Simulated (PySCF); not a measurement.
Unknown: peak-picked proton spectrum

Formula C5H8. The spectrum was simulated from the full spin Hamiltonian at 600 MHz with 1.0 Hz Lorentzian lines, from shifts rounded to 0.01 ppm and J to 0.1 Hz, couplings under 1 Hz left out.

Maxima in Hz from TMS (height), grouped by integral:
1H: 1528.4 (2), 1525.0 (2), 1521.1 (4), 1517.7 (4), 1513.8 (5), 1510.4 (5), 1506.5 (4), 1503.1 (4), 1499.2 (2), 1495.8 (2)
1H: 883.7 (17), 880.3 (17)
6H: 741.7 (100), 734.4 (98)

$^{13}$C{$^{1}$H} NMR (computed): δ 94.6, 74.6, 25.4, 23.0.

PySCF 2.14.0 with density-fitted response routines calculation with σ from GIAO-PBE0/pcSseg-1, J: B3LYP/pcJ-1 (without the spin–dipole term) and geometry from GFN2-xTB; a single conformation, no relativistic terms, isolated molecule, equivalent nuclei averaged.

Scale: $^{1}$H, $^{13}$C vs TMS (reference shieldings calculated alike).

Task: Analyse the multiplets.

Result: $^{1}$H NMR (600 MHz, computed): δ 2.52 (sept of d, J = 7.3, 3.4 Hz, 1H), 1.47 (d, J = 3.4 Hz, 1H), 1.23 (d, J = 7.3 Hz, 6H). These are first-order names from the parameters used; overlap and second-order distortion can hide them in the list.

Task: What is the compound?

Result: `CC(C#C)C`.

Numbering as in the mapped SMILES `[CH:1]#[C:2][CH:3]([CH3:4])[CH3:5]`. Each H is labelled by its parent atom.

1. δ 2.52: H(C3), hydrogen on a propargylic sp3 CH, coupled to H(C4)/H(C5) (7.3 Hz), H(C1) (3.4 Hz).
2. δ 1.47: H(C1), hydrogen on a terminal alkyne carbon, coupled to H(C3) (3.4 Hz).
3. δ 1.23: H(C4)/H(C5), hydrogen on a methyl carbon, coupled to H(C3) (7.3 Hz).

This is the structure that produced the data.

Multiplet labels drop couplings under 1 Hz and merge nearly equal ones. Unscaled 3J(H,H) at this level run about 10 % above measured values. Shifts are as computed. Against solution values, carbons near 30 ppm lie about +3 ppm off and those near 130 ppm about +5 ppm. Of 1211 compounds with measured shifts, 218 miss one by over three times the rms of a fit or turn the order of signals round; such compounds aren't used in these exercises.
